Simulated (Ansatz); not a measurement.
Relaxed structures of AlBH4S, singlet (PBE0-D4/def2-TZVP; forces vanish, vibrations not checked; lower isomers may exist, and structures with a doubtful reference or unclear bonds are left out; Å). Computed with Ansatz 0.2.0 (basis: def2-TZVPP); correlated methods freeze the cores.

Q: Rank them by CCSD(T) energy, lowest first, and give each one's height above the lowest. Links in brackets join atoms within 1.22 times the sum of their covalent radii (1.1 for two metals). (An estimate is asked for; the value comes from the calculation.)
A.
AlBH₄S ([H]1[BH2]2[S][AlH]12)
```
7
angstrom
B -1.3214 0.2106 -0.7403
S 0.2604 1.3989 -0.4597
Al 0.5182 -0.4853 0.3493
H -1.0392 -0.9800 -0.1751
H -2.2785 0.5562 -0.1087
H 1.3104 -1.5934 1.1155
H -1.4720 -0.0973 -1.8878
```
B.
AlBH₄S ([AlH2][BH][SH])
```
7
angstrom
B -0.2792 0.8220 -0.2067
S -0.2422 2.3530 0.6715
Al 1.1288 -0.7048 0.2212
H -1.2715 3.0191 0.1101
H -1.1260 0.6906 -1.0431
H 0.8234 -1.8218 1.3139
H 2.5005 -0.8039 -0.5813
```
C.
AlBH₄S ([AlH2][B][SH2])
```
7
angstrom
B -0.1252 0.0553 -0.0761
S -1.7494 0.5067 -0.1830
Al 1.7868 -0.3153 0.3720
H -2.7872 -0.3404 0.1406
H -2.3206 0.9080 -1.3677
H 2.5361 -1.5237 -0.3392
H 2.5277 0.6179 1.4235
```
D.
AlBH₄S ([BH2][S][AlH2])
```
7
angstrom
B -1.4480 0.2801 -0.4572
S -0.0457 1.3431 -0.1473
Al 1.4372 -0.1781 0.4435
H -1.3758 -0.9036 -0.3187
H -2.4611 0.8033 -0.8083
H 1.0175 -1.6988 0.4640
H 2.8760 0.3541 0.8239
```

A: By the calculation: D (0.0 kJ/mol), A (17.7 kJ/mol), B (126.6 kJ/mol), C (468.0 kJ/mol). Heights count from the lowest.

The T1 diagnostic stays at or below 0.018. The restricted Hartree–Fock reference is unstable towards an unrestricted one at one or more of these structures.

For scale, one of the runs: CCSD(T)/def2-TZVPP, 171 basis functions, launched by `ansatz run in.yaml --threads 2 --pin off --events-out ev --progress --plain --max-ram 4352MiB`. Hardware: 2 CPU threads of an Arm Neoverse V1, shared host. Wall time 20 s; peak host memory 1.3 GiB.
